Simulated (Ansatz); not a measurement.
# C3H5ClO: one species, many methods

An exercise on one series of results from a longer session: the logs are not shown, and one member is left open.

Computed with Ansatz 0.2.0, Gaussian basis. Level: functionals in def2-TZVPP, the program's frozen cores in correlated methods.

Plan: LDA (SPW92), PBE-D4, revPBE-D4, BLYP-D4, r2SCAN-D4, B97M-V, PBE0-D4, B3LYP-D4, r2SCANh-D4, r2SCAN0-D4, HSE06-D4, BHLYP-D4, CAM-B3LYP-D4, LC-ωPBE, ωB97X-V, ωB97M-V, B2PLYP, PBE-QIDH; CCSD(T)/def2-SVP; CCSD(T)/def2-TZVPP; MP2/def2-QZVPP; extrapolation to the limit; RPA on PBE.

**The geometry**

An earlier PBE0-D4 in a triple-zeta def2 set relaxation fixed the geometry.

SMILES `C=C(O)CCl`, 10 atoms, charge 0, spin multiplicity 1.

Atoms are counted from 1 here; the program's logs count them from 0.

Bond lengths: C1–C2 1.331 Å, C1–H6 1.080 Å, C1–H7 1.084 Å, C2–O3 1.352 Å, C2–C4 1.486 Å, O3–H8 0.962 Å, C4–Cl5 1.789 Å, C4–H9 1.086 Å, C4–H10 1.090 Å. Angles: C2–C1–H6 120.4°, C2–C1–H7 121.9°, H6–C1–H7 117.8°, C1–C2–O3 125.3°, C1–C2–C4 123.0°, O3–C2–C4 111.7°, C2–O3–H8 109.4°, C2–C4–Cl5 111.8°, C2–C4–H9 110.7°, C2–C4–H10 110.6°, Cl5–C4–H9 107.4°, Cl5–C4–H10 106.4°, H9–C4–H10 110.0°.

Set-up of the first run:

Input file in.yaml:

```yaml
crystal:
  periodic: [false, false, false]
  atoms:
    - {symbol: C, position_ang: [-0.363588, -0.342318, 1.286400]}
    - {symbol: C, position_ang: [0.168087, -0.263665, 0.069167]}
    - {symbol: O, position_ang: [0.917918, -1.222454, -0.519180]}
    - {symbol: C, position_ang: [0.025028, 0.932119, -0.800584]}
    - {symbol: Cl, position_ang: [-0.973628, 0.586881, -2.244258]}
    - {symbol: H, position_ang: [-0.962009, 0.469102, 1.674250]}
    - {symbol: H, position_ang: [-0.222835, -1.212574, 1.917632]}
    - {symbol: H, position_ang: [0.950900, -1.996518, 0.051065]}
    - {symbol: H, position_ang: [-0.455001, 1.743540, -0.260745]}
    - {symbol: H, position_ang: [0.998128, 1.254786, -1.170648]}
basis:
  gaussian: {orbitals: def2-TZVPP}
hamiltonian: {xc: lda}
output: {orbitals: {seedname: orbitals}}
```

Steps of the session up to this table: LDA; PBE-D4 (GGA); revPBE-D4 (GGA); BLYP-D4 (GGA); r2SCAN-D4 (meta-GGA); B97M-V (meta-GGA); PBE0-D4 (hybrid); B3LYP-D4 (hybrid); r2SCANh-D4 (hybrid); r2SCAN0-D4 (hybrid); HSE06-D4 (hybrid); BHLYP-D4 (hybrid); CAM-B3LYP-D4 (range-separated); LC-ωPBE (range-separated); ωB97X-V (range-separated); ωB97M-V (range-separated); B2PLYP (double hybrid); PBE-QIDH (double hybrid).

One of the session's tables, all rows but one given; the rest of the session is left out.

It belongs to the step «Orbital energies across the functionals». 

| functional | HOMO (eV) | gap (eV) |
| --- | --- | --- |
| LDA (SPW92) | -6.07 | 4.66 |
| PBE-D4 | -5.87 | 4.70 |
| revPBE-D4 | -5.80 | 4.72 |
| BLYP-D4 | -5.73 | 4.68 |
| r2SCAN-D4 | -6.11 | 5.13 |
| B97M-V | -6.13 | 5.25 |
| PBE0-D4 | ? | ? |
| B3LYP-D4 | -6.86 | 6.46 |
| r2SCANh-D4 | -6.56 | 5.96 |
| r2SCAN0-D4 | -7.24 | 7.20 |
| HSE06-D4 | -6.68 | 6.14 |
| BHLYP-D4 | -8.15 | 9.13 |
| CAM-B3LYP-D4 | -8.43 | 9.41 |
| LC-ωPBE | -9.78 | 11.96 |
| ωB97X-V | -9.40 | 11.50 |
| ωB97M-V | -9.31 | 11.29 |

**Question.** Estimate the row for PBE0-D4.

The run gave: HOMO (eV): -7.08; gap (eV): 6.92. In the column «HOMO (eV)» it lies between r2SCAN0-D4 (-7.24) and B3LYP-D4 (-6.86).
